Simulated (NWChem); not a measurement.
Molecule: NaCl; SMILES [Cl][Na]

Program: NWChem. Each level has its own optimisation; frequencies are unscaled.

**Question.** Among these, which level gives the lowest value of “dipole (D)”?
(A) B3LYP/def2-TZVP
(B) B3LYP/def2-TZVPD
(C) B3LYP/STO-3G
(D) B3LYP/def2-SVP

**Answer.** D, B3LYP/def2-SVP. Values: B3LYP/def2-SVP 7.93; B3LYP/STO-3G 8.53; B3LYP/def2-TZVP 8.59; B3LYP/def2-TZVPD 8.74
